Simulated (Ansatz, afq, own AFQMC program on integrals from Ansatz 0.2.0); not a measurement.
Two steps: Ansatz 0.2.0 writes the Fock matrix and Cholesky factors of the valence space, and afq projects on them the lowest state that overlaps trial and start.

```yaml
crystal:
  periodic: [false, false, false]
  atoms:
    - {symbol: Si, position_ang: [0.000000, 0.000000, 0.000000]}
basis:
  gaussian: {orbitals: def2-TZVP}
magnetization: {spin_polarized: true, initial_magnetization: 2}
correlation: {method: ccsd_t, electrons: outside_noble_gas, hamiltonian_folder: ham}
```

```sh
$ ansatz run in.yaml --threads 1 --pin off --events-out ev --progress --plain --max-ram 15360MiB --backend cuda --devices 0, --max-vram 18GiB
```

Options of the walk:

```
--method phaseless --trial hf --walkers 4000 --populations 20 --least-time 40 --time-step 0.005 --steps-per-block 20 --equilibration-blocks 112 --max-blocks 4000 --target-error 0.00036 --factor-cut 1e-05 --start spin_pure --seed 7450 --taylor-order 6
```

Times are imaginary, in 1/Eh. The walk had a cap of 49 s. With eight or more populations the least sampling time is a fifth of least-time, and the error comes from their spread.

afq prints:

```
orbitals 32  electrons 3 1  factors 208 of 214
reference energy -288.85079348 Eh
CCSD correlation -0.07353005 Eh in 9 cycles, weight of the determinant in the CISD state 0.9313
energy of the start -288.850928 Eh
 block  time / (1/Eh)  mean weight  energy / Eh
     1     0.100  1.0001  -288.860087
     2     0.200  1.0002  -288.867838
     3     0.300  1.0003  -288.874355
     4     0.400  1.0004  -288.880011
     5     0.500  1.0002  -288.884783
     8     0.800  1.0002  -288.896259
    11     1.100  1.0001  -288.903654
    26     2.600  0.9999  -288.921544
    41     4.100  1.0000  -288.925878
    51     5.100  1.0001  -288.928550
    56     5.600  1.0001  -288.926650
    71     7.100  0.9998  -288.925894
    86     8.600  1.0000  -288.927037
   101    10.100  0.9999  -288.927167
   116    11.600  0.9998  -288.926771
   131    13.100  0.9997  -288.924125
   146    14.600  0.9998  -288.924035
   151    15.100  1.0003  -288.921392
   161    16.100  1.0002  -288.922879
   176    17.600  1.0002  -288.924943
   191    19.100  0.9997  -288.923051
   206    20.600  1.0000  -288.924971
   221    22.100  1.0001  -288.922680
error from the spread of 20 populations
energy -288.924124 +/- 0.000348 Eh
(rows thinned)
```

The run passed its tests (sampling time, drift between the halves within three errors, error under three times the target), which doesn't prove that it has relaxed.

Against this walk (error 9.5 meV) on the same determinant: CCSD(T) 71.3 meV lower, CCSDT(Q) 93.7 meV lower, full CI 94.2 meV lower, a separate phaseless walk with a CISD trial and standard settings 87.6 ± 9.6 meV lower. The error is statistical and leaves out the bias of the constraint. Full CI is exact here, so the walk's 94 meV above it is the walk's own error: the bias of the constraint with this trial.

Cautions: constraint bias not in the error.

The walk took 14 s on 1 × NVIDIA H100 80GB HBM3 with 2 threads of AMD EPYC 7R13 Processor (Zen 3), with other jobs on the host (the card was shared). The log's last line is the phaseless energy.

CCSDT and higher add their correlation energy to the determinant of the CCSD(T) run, since their own runs factorise the integrals more tightly (a shift of under 2 meV). A walk keeps the symmetry of its determinant, which the program's search chose and which needn't be the lowest solution, so a lower state of the same spin and another symmetry isn't excluded.
